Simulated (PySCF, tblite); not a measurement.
**C4H4NS radical: geometry, infrared bands and EPR parameters**

Wanted: the infrared bands and EPR parameters of C4H4NS radical (`Cc1cn[c]s1`), by calculation.

Programs: tblite 0.8.0 and PySCF 2.14.0, with density-fitted response routines of our own. Each step states its level of theory. These are calculated values for one molecule in the gas phase, unless marked as measured. Atoms count from 0, in the outputs and in this text.

## (1) The molecule as given

10 atoms, charge 0, multiplicity 2; geometry from: force field or distance geometry start.

Bonds of the start (Å): C0–C1 1.47, C1–C2 1.38, C2–N3 1.37, N3–C4 1.32, C4–S5 1.70, S5–C1 1.72, C0–H6 1.09, C0–H7 1.09, C0–H8 1.10, C2–H9 1.09.

## (2) Optimising the geometry with GFN2-xTB

The job: settings as JSON, then the geometry in Å.

```
{"job": {"kind": "relax", "xc": "GFN2-xTB", "basis": "xTB"}, "charge": 0, "multiplicity": 2}
C     -1.435100    -0.154400     0.276200
C      0.019200    -0.173200     0.046100
C      0.871700     0.809900    -0.415400
N      2.198700     0.485100    -0.520800
C      2.343100    -0.761500    -0.099300
S      0.941300    -1.587000     0.396000
H     -1.681100    -0.333700     1.325800
H     -1.936300    -0.907300    -0.328300
H     -1.857600     0.819800     0.006600
H      0.545000     1.807100    -0.709400
```

The run is started by

```sh
OMP_NUM_THREADS=1 python probes_run.py task.json out
```

This one command runs all jobs of the session in turn.

What it wrote:

```text
step      E/eV     max force
  0    -453.18525    3.614
  1    -453.33262    1.784
  2    -453.36184    0.566
  3    -453.37020    0.337
  4    -453.37666    0.222
  5    -453.37744    0.101
  6    -453.37779    0.054
  7    -453.37796    0.041
  8    -453.37808    0.026
  9    -453.37813    0.022
 10    -453.37816    0.017
 11    -453.37819    0.021
 12    -453.37823    0.021
 13    -453.37826    0.016
 14    -453.37828    0.014
 15    -453.37829    0.015
 16    -453.37831    0.017
 17    -453.37832    0.014
 18    -453.37834    0.010
 19    -453.37835    0.007
```

It took 0.13 s on 1 thread of Arm Neoverse N1, shared host.

Along the way:

| step | energy from step 0 (eV) | largest force (eV/Å) |
| --- | --- | --- |
| 0 | 0.0000 | 3.6143 |
| 1 | -0.1474 | 1.7839 |
| 2 | -0.1766 | 0.5657 |
| 3 | -0.1850 | 0.3366 |
| 4 | -0.1914 | 0.2221 |
| 5 | -0.1922 | 0.1010 |
| 6 | -0.1925 | 0.0536 |
| 7 | -0.1927 | 0.0414 |
| 8 | -0.1928 | 0.0260 |
| 9 | -0.1929 | 0.0216 |
| 10 | -0.1929 | 0.0168 |
| 11 | -0.1929 | 0.0209 |
| 12 | -0.1930 | 0.0214 |
| 13 | -0.1930 | 0.0163 |
| 14 | -0.1930 | 0.0145 |
| 15 | -0.1930 | 0.0153 |
| 16 | -0.1931 | 0.0166 |
| 17 | -0.1931 | 0.0136 |
| 18 | -0.1931 | 0.0104 |
| 19 | -0.1931 | 0.0072 |

Distances of close pairs at the start and the end, largest changes first:

| bond | before (Å) | after (Å) | change (Å) |
| --- | --- | --- | --- |
| N3–C4 | 1.324 | 1.252 | -0.072 |
| C1–S5 | 1.724 | 1.764 | +0.040 |
| C1–C2 | 1.381 | 1.360 | -0.021 |
| C2–H9 | 1.090 | 1.074 | -0.015 |
| C4–S5 | 1.701 | 1.714 | +0.014 |
| C0–C1 | 1.473 | 1.482 | +0.010 |
| C0–H8 | 1.096 | 1.088 | -0.008 |
| C2–N3 | 1.370 | 1.365 | -0.005 |

The end geometry stands in the next job.

## (3) Harmonic vibrations with GFN2-xTB

The job: settings as JSON, then the geometry in Å.

```
{"job": {"kind": "ir", "xc": "GFN2-xTB", "basis": "xTB"}, "charge": 0, "multiplicity": 2}
C     -1.444075    -0.141857     0.273602
C      0.021416    -0.163913     0.051224
C      0.842410     0.814354    -0.415038
N      2.153606     0.441549    -0.491853
C      2.360468    -0.735111    -0.118737
S      0.977144    -1.605342     0.398124
H     -1.677542    -0.335807     1.320323
H     -1.936050    -0.907183    -0.326365
H     -1.843674     0.831881    -0.001437
H      0.555180     1.806085    -0.712370
```

What it wrote:

```text
mode    cm-1     km/mol
  1      89.6      0.08
  2     232.4      0.11
  3     283.8      0.12
  4     410.3      0.02
  5     515.5      4.06
  6     516.9     11.93
  7     646.3      3.16
  8     671.6     23.18
  9     789.7      6.78
 10     792.3     45.47
 11     987.3      5.64
 12    1031.3      4.84
 13    1108.6      3.46
 14    1148.0     39.81
 15    1231.3     18.42
 16    1397.9     12.21
 17    1458.8      9.16
 18    1466.2      5.53
 19    1545.4     14.97
 20    1631.5     97.90
 21    3000.2     12.62
 22    3014.6      9.18
 23    3036.2     10.33
 24    3131.7      9.31
```

Run time: 0.34 s. Hardware: 1 thread of Arm Neoverse N1, shared host.

Which atoms move in the most intense modes:

| cm⁻¹ | km/mol | atoms |
| --- | --- | --- |
| 672 | 23.2 | N3 49 %, C0 20 %, C2 12 % |
| 792 | 45.5 | C4 75 %, S5 20 % |
| 1148 | 39.8 | C1 50 %, C0 15 %, H8 15 % |
| 1231 | 18.4 | C2 47 %, N3 25 %, H9 16 % |
| 1398 | 12.2 | H7 27 %, H6 27 %, H8 26 %, C0 20 % |
| 1545 | 15.0 | C1 54 %, C2 29 % |
| 1632 | 97.9 | C4 50 %, N3 42 % |
| 3000 | 12.6 | H7 46 %, H6 46 % |

## (4) EPR parameters: B3LYP/pcH-1

Same as in step 3 but for these lines:

```diff
@@ -1,2 +1,2 @@
-{"job": {"kind": "ir", "xc": "GFN2-xTB", "basis": "xTB"}, "charge": 0, "multiplicity": 2}
+{"job": {"kind": "epr", "basis": "pcH-1"}, "charge": 0, "multiplicity": 2}
 C     -1.444075    -0.141857     0.273602
```

With the program's defaults for keys left out, this is: UKS B3LYP, pcH-1 on C H N S, non-relativistic, mean-field spin-orbit, GIAO.

What it wrote:

```text
UKS, coarse grid
  cycle   1  E = -607.66272838  |g| = 2.83e-01
  cycle   2  E = -607.58246484  |g| = 4.95e-01
  cycle   3  E = -607.68961642  |g| = 1.36e-01
  cycle   4  E = -607.69768818  |g| = 3.42e-02
  cycle   5  E = -607.69828561  |g| = 1.12e-02
  cycle   6  E = -607.69835390  |g| = 5.69e-03
  cycle   7  E = -607.69837725  |g| = 2.85e-03
  cycle   8  E = -607.69838459  |g| = 1.80e-03
  cycle   9  E = -607.69838725  |g| = 7.15e-04
UKS, final grid
  cycle   1  E = -607.69838836  |g| = 1.04e-03
  cycle   2  E = -607.69838690  |g| = 2.03e-03
  cycle   3  E = -607.69838915  |g| = 2.64e-04
  cycle   4  E = -607.69838921  |g| = 1.59e-04
  cycle   5  E = -607.69838926  |g| = 1.38e-04
  cycle   6  E = -607.69838928  |g| = 4.16e-05
  cycle   7  E = -607.69838928  |g| = 1.04e-05
E = -607.69838928 Eh   <S^2> = 0.7563 (exact 0.7500)
g shifts (ppm)      1          2          3
  rmc          -207       -207       -207
  gc              8         32       -146
  oz_so       -5751        -44        732
  total       -5949       -219        379
hyperfine (MHz)  atom isotope    a_iso     a_fc   dipolar eigenvalues
    0   13C       0.89       0.90     -0.71     -0.36      1.07
    1   13C      -9.03      -9.00    -10.09      1.09      9.00
    2   13C      97.66      97.64     -7.90     -5.25     13.16
    3   14N     102.30     102.38     -9.43     -3.59     13.02
    4   13C     715.93     716.26    -55.42    -38.88     94.30
    5   33S      71.14      71.15    -16.47    -13.82     30.29
    6    1H      -0.86      -0.86     -1.05     -0.92      1.98
    7    1H      -0.80      -0.80     -1.05     -0.93      1.98
    8    1H      16.30      16.30     -1.14     -0.35      1.49
    9    1H      -5.55      -5.55     -4.45     -2.98      7.43
```

Run time: 67 s. Hardware: 1 thread of Arm Neoverse N1, shared host; peak memory 0.58 GiB.

Principal g values 1.99637, 2.00210, 2.00270; g(iso) = 2.00039, against 2.00232 for a free electron.

Hyperfine couplings; where a row names several nuclei, a(iso) is their mean (it holds for fast rotation or exchange) and the dipolar term the largest among them:

| nuclei | isotope | a(iso) (MHz) | a(iso) (G, at g = 2.0023) | largest dipolar term (MHz) |
| --- | --- | --- | --- | --- |
| C4 | 13C | 715.9 | 255.5 | 94.3 |
| N3 | 14N | 102.3 | 36.5 | 13.0 |
| C2 | 13C | 97.7 | 34.8 | 13.2 |
| S5 | 33S | 71.1 | 25.4 | 30.3 |
| C1 | 13C | -9.0 | -3.2 | -10.1 |
| H9 | 1H | -5.5 | -2.0 | 7.4 |
| H6, H7, H8 | 1H | 4.9 | 1.7 | 2.0 |
| C0 | 13C | 0.9 | 0.3 | 1.1 |

Mulliken spin populations:

| atom | value (e) |
| --- | --- |
| C0 | 0.00 |
| C1 | 0.00 |
| C2 | 0.07 |
| N3 | 0.09 |
| C4 | 0.77 |
| S5 | 0.08 |
| H6 | 0.00 |
| H7 | 0.00 |
| H8 | 0.01 |
| H9 | 0.00 |

In first order the couplings over 0.8 MHz of 14N, 1H give 24 distinct lines over 80.2 G, if the averaged nuclei exchange fast.

The fields below are evaluated on a grid from the run's orbitals.

ELF in a plane through or near 8 of the atoms.

Values, 10 rows by 14 columns:
```
0.00 0.00 0.00 0.00 0.00 0.00 0.00 0.00 0.00 0.00 0.00 0.00 0.00 0.00
0.00 0.00 0.00 0.00 0.00 0.01 0.01 0.00 0.00 0.00 0.00 0.00 0.00 0.00
0.00 0.00 0.00 0.00 0.02 0.96 0.99 0.49 0.00 0.06 0.03 0.00 0.00 0.00
0.00 0.00 0.39 0.53 0.08 0.94 0.99 0.32 0.15 0.99 0.97 0.14 0.00 0.00
0.00 0.09 0.79 0.92 0.54 0.33 0.51 0.40 0.54 0.99 0.84 0.09 0.00 0.00
0.00 0.02 0.19 0.73 0.83 0.09 0.45 0.64 0.80 0.32 0.41 0.05 0.00 0.00
0.00 0.42 0.89 0.78 0.55 0.46 0.31 0.51 0.09 0.36 0.19 0.03 0.00 0.00
0.00 0.17 0.72 0.59 0.35 0.26 0.19 0.71 0.04 0.01 0.02 0.00 0.00 0.00
0.00 0.00 0.01 0.01 0.11 0.74 0.90 0.65 0.07 0.00 0.00 0.00 0.00 0.00
0.00 0.00 0.00 0.00 0.00 0.04 0.08 0.02 0.00 0.00 0.00 0.00 0.00 0.00
```
The map spans 9.8 Å across and 8.9 Å up, centred on the molecule. Atoms in the plane (x, y in Å): C0 (1.5, -0.1), C1 (0.0, -0.2), C2 (-0.9, 0.8), N3 (-2.2, 0.4), C4 (-2.3, -0.9), S5 (-0.8, -1.7), H8 (1.8, 1.0), H9 (-0.8, 1.9).

On the surface of density 0.002 e/bohr³ the electrostatic potential runs, from the 1st to the 99th percentile, from -1.40 V near N3 to 1.15 V near H9.

The spin density lies nearest to C4 65 %; N3 14 %; S5 11 %.

## (5) What came out

| quantity | value |
| --- | --- |
| strongest single infrared mode (GFN2-xTB) | 1632 cm⁻¹, 98 km/mol |
| zero-point energy (GFN2-xTB) | 43.1 kcal/mol |
| g(iso) (B3LYP) | 2.00039 |
| ⟨S²⟩ | 0.756 (exact 0.75) |
| largest a(iso) (averaged by class) | 13C on C4, 715.9 MHz |
| surface potential, 1st and 99th percentile | -1.40 V and 1.15 V |

**Reading.** Relaxing lowered the energy by 0.193 eV in 19 steps; the close pair that moved most is N3–C4, from 1.324 to 1.252 Å. No mode is imaginary among the 24: a minimum at this level. The strongest single mode, at 1632 cm⁻¹, moves mainly C4 and N3. GFN2-xTB is a fitted tight-binding method: band positions and strengths are rough. Its intensities can rank the bands wrongly. C4 carries the largest spin population, 0.77 e. The isotropic g lies 1.9 ppt below the free-electron value.
